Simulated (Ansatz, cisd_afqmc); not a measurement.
System: F, charge 0, doublet.

Total energies in aug-cc-pVTZ, 7 correlated electrons, 1 frozen orbitals. Open shells are spin-unrestricted; no spin-orbit coupling. Correlated methods leave the cores frozen. No relativity. AFQMC is phaseless with a CISD trial state; ± is one standard error, without the phaseless bias. Outlying blocks are dropped, and bars are widened where a walk drifts. Over all cases where full CI ran beside it in this data, AFQMC minus full CI had a median of +0.1 mEh and passed +0.4 mEh in a tenth of the cases.

```
method         program        energy (Eh)  minus CCSDTQ (mEh)
----------  ----------  -----------------  ------------------
HF              Ansatz          -99.40688              221.24
MP2             Ansatz          -99.61211               16.02
CCSD            Ansatz          -99.62345                4.67
CCSD(T)         Ansatz          -99.62783                0.30
CCSDT(Q)        Ansatz          -99.62813               -0.01
CCSDTQ          Ansatz          -99.62812                0.00
AFQMC/CISD  cisd_afqmc  -99.6280 ± 0.0001           0.2 ± 0.1
```

Ansatz is an electronic-structure program.
